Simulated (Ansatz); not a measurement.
Cost and result for the atomization energy of C$_{2}$Cl$_{2}$F$_{2}$ (`F/C(Cl)=C(\F)Cl`) (6 atoms, 5 bonds).

Charge 0, multiplicity 1. The geometry is a stationary point of PBE0-D4/def2-TZVP. Program: Ansatz. All runs use 4 threads of a server CPU on a shared host. Times are those of one run each, without the atoms' runs, and a repeat can differ threefold. Electronic energies, without spin–orbit coupling; frozen cores. CCSD(T)/CBS adds CCSD(T) − MP2 in def2-TZVPP to the MP2 limit, and its time is that of the two runs behind it. T1 = 0.012; the RHF reference is unstable towards UHF. B3LYP takes the VWN-RPA correlation (the form of Gaussian; ORCA's B3LYP/G).

CCSD(T)/CBS is a level of theory with its own doubt, some kJ/mol a heavy atom from the limit and from the frozen cores, so smaller differences don't rank the functionals.

```tsv
level	functions	wall time
PBE-D4/def2-TZVPP (with forces)	208	1.4 s
PBE0-D4/def2-TZVPP	208	1.9 s
r2SCAN-D4/def2-TZVPP (with forces)	208	2.6 s
B3LYP-D4/def2-TZVPP (with forces)	208	2.7 s
B2PLYP/def2-TZVPP	208	2.9 s
ωB97X-V/def2-TZVPP	208	3.8 s
ωB97M-V/def2-TZVPP (with forces)	208	5.5 s
MP2/def2-QZVPP	368	11 s
CCSD(T)/def2-TZVPP	208	48 s
CCSD(T)/CBS(def2)	–	59 s
```

Problem. What atomization energy does each give, and how far from CCSD(T)/CBS? (An estimate is asked.)

Solution. The calculation gave: 
| level | atomization (kJ/mol) | difference from CCSD(T)/CBS | per bond |
| --- | --- | --- | --- |
| PBE-D4/def2-TZVPP (with forces) | 2381.9 | 180.8 | 36.2 |
| PBE0-D4/def2-TZVPP | 2262.4 | 61.3 | 12.3 |
| r2SCAN-D4/def2-TZVPP (with forces) | 2250.2 | 49.1 | 9.8 |
| B3LYP-D4/def2-TZVPP (with forces) | 2190.6 | -10.5 | -2.1 |
| B2PLYP/def2-TZVPP | 2172.4 | -28.7 | -5.7 |
| ωB97X-V/def2-TZVPP | 2220.3 | 19.2 | 3.9 |
| ωB97M-V/def2-TZVPP (with forces) | 2228.5 | 27.4 | 5.5 |
| MP2/def2-QZVPP | 2306.8 | 105.7 | 21.1 |
| CCSD(T)/def2-TZVPP | 2119.8 | -81.3 | -16.3 |
| CCSD(T)/CBS(def2) | 2201.1 | 0.0 | 0.0 |

In def2-TZVPP, CCSD(T) changes the Hartree–Fock value by +736.6 kJ/mol (the triples alone add +74.3 kJ/mol) and MP2 by +875.5 kJ/mol; breaking electron pairs costs correlation energy, which Hartree–Fock lacks. The D4 term adds +26.9 kJ/mol with B3LYP and +13.9 kJ/mol with PBE0; it sums over pairs of atoms, weighted by their polarisabilities, and B3LYP, whose exchange is more repulsive, gets the larger term. From PBE to PBE0 (25 % exact exchange), in def2-TZVPP and without D4, the atomization energy moves by −116.8 kJ/mol: exact exchange takes away binding that semilocal exchange gives to molecules.
